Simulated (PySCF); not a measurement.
# Worked example for phosphorous acid: proton affinity at atom P2

Structure: `OP(O)O` (H3O3P). Non-hydrogen atoms are numbered in `[OH:1][P:2]([OH:3])[OH:4]`.

Energies: ωB97X-D3(BJ)/def2-TZVP (PySCF, density fitting, integration grid level 2) on PBE0-D3(BJ)/def2-SVP structures. ωB97X-D3(BJ) is ωB97X-V with D3(BJ) in place of VV10. Thermal corrections: PBE0-D3(BJ)/def2-SVP frequencies, unscaled, ideal gas at 298.15 K and 1 bar, quasi-RRHO entropy.

Step: `O[PH+](O)O` → `OP(O)O` + H⁺.

```csv
species,charge,multiplicity,E / Eh
O[PH+](O)O,1,1,-569.414732
OP(O)O,0,1,-569.065858
```

Thermal terms, products less reactant: Δ(H − E) = -20.05 kJ/mol, Δ(G − E) = -52.18 kJ/mol (the bare proton has no electronic energy, H = 5/2 RT). 1 Eh = 2625.50 kJ/mol.

Task: What are ΔE, ΔH and ΔG of this step?

Result: ΔE = 0.348874 Eh = 915.97 kJ/mol; ΔH = 895.9 kJ/mol; ΔG = 863.8 kJ/mol, all in the gas phase at 298.15 K and 1 bar. The digits show the arithmetic; the method itself can be off by 10 kJ/mol or more.

Known limits: O1 is not listed: the run failed or kept an imaginary mode, or the ion rearranged or equalled another; a site not listed may be the best one.
